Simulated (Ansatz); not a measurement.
**CH₃+ (triplet): from Hartree-Fock to the top rungs at distance C1–H3 = 1.199 Å, cc-pVDZ**

How much of the correlation energy of CH₃+ (triplet) does each wave-function method recover here?

Computed with Ansatz 0.2.0, Gaussian basis. Level: cc-pVDZ, core rule «outside noble gas», up to 1 orbitals frozen.

Plan: UHF; CCSD(T) on ROHF; CCSD(T) on UHF; BCCD(T) on ROHF; CISD; CCSDT(Q) on ROHF; CCSDT(Q) on UHF; CASSCF and MRCISD+Q, 4 electrons in 4 orbitals; CASSCF and NEVPT2, 4 electrons in 4 orbitals; CASSCF and MRCISD+Q, 6 electrons in 7 orbitals; CASSCF and NEVPT2, 6 electrons in 7 orbitals; Full CI.

14 further runs of the same task are left out: 11 that didn't finish, 3 set aside as unsound or not needed.

## 1. What is computed

The geometry derives from a PBE0/def2-TZVP stationary point (not a proven minimum). One bond is set to the value named and the two fragments are kept rigid.

4 atoms, charge 1, spin multiplicity 3.

Atoms are counted from 1 here; the program's logs count them from 0.

Bond lengths: C1–H2 1.170 Å, C1–H3 1.199 Å, C1–H4 1.170 Å. Angles: H2–C1–H3 144.3°, H2–C1–H4 71.5°, H3–C1–H4 144.3°.

Coordinates:

```xyz
4

C     0.0000    0.0000    0.0470
H     0.0000    0.6835   -0.9030
H     0.0000    0.0000    1.2460
H     0.0000   -0.6835   -0.9030
```

## 2. UHF

The input, in.yaml:

```yaml
crystal:
  periodic: [false, false, false]
  atoms:
    - {symbol: C, position_ang: [0.000000, 0.000000, 0.047001]}
    - {symbol: H, position_ang: [0.000000, 0.683459, -0.903034]}
    - {symbol: H, position_ang: [0.000000, 0.000000, 1.246001]}
    - {symbol: H, position_ang: [0.000000, -0.683459, -0.903034]}
basis:
  gaussian: {orbitals: cc-pVDZ}
total_charge: 1
magnetization: {spin_polarized: true, initial_magnetization: 2}
hamiltonian: {xc: hf}
output: {orbitals: {seedname: orbitals}}
```

Started as:

```console
$ ansatz run in.yaml --threads 1 --pin off --events-out ev --progress --plain --max-ram 2393MiB
```

Further steps of the session: CCSD(T) on ROHF; CCSD(T) on UHF; BCCD(T) on ROHF; CISD; CCSDT(Q) on ROHF; CCSDT(Q) on UHF; CASSCF and MRCISD+Q, 4 electrons in 4 orbitals; CASSCF and NEVPT2, 4 electrons in 4 orbitals; CASSCF and MRCISD+Q, 6 electrons in 7 orbitals; CASSCF and NEVPT2, 6 electrons in 7 orbitals; Full CI.

Before running them: what should the planned runs give, taken together? Wanted: FCI below the RHF energy; RMP2 from FCI; UMP2 from FCI; RCCSD from FCI; RCCSD(T) from FCI; UCCSD(T) from FCI; RCCSDT(Q) from FCI; UCCSDT(Q) from FCI; NEVPT2 pair from FCI.

The runs gave:

| quantity | value |
| --- | --- |
| FCI below the RHF energy | -3.6033 eV |
| RMP2 from FCI | +707.9 meV |
| UMP2 from FCI | +700.6 meV |
| RCCSD from FCI | +81.6 meV |
| RCCSD(T) from FCI | +16.8 meV |
| UCCSD(T) from FCI | +15.6 meV |
| RCCSDT(Q) from FCI | +0.1 meV |
| UCCSDT(Q) from FCI | -1.0 meV |
| NEVPT2 pair from FCI | +620.7 meV |
| MRCISD+Q pair from FCI | -1.7 meV |
| NEVPT2 valence from FCI | +428.9 meV |
| levels within 1 kcal/mol (43 meV) | RCCSD(T), UCCSD(T), BCCD(T), RCCSDT, UCCSDT, RCCSDT(Q), UCCSDT(Q), MRCISD+Q pair, MRCISD+Q valence |
| T1 diagnostic | 0.022 |
| effectively unpaired electrons | 2.02 |

What this shows: RCCSD(T) lands +16.8 meV from the yardstick (0.5 % of the correlation energy). One determinant dominates. Of the multireference levels listed MRCISD+Q pair comes nearest in total energy (-1.7 meV), which doesn't show that its space is the better one. These misses are within one basis, not against nature; the frozen cores of restricted and unrestricted runs differ, which can shift their rows.
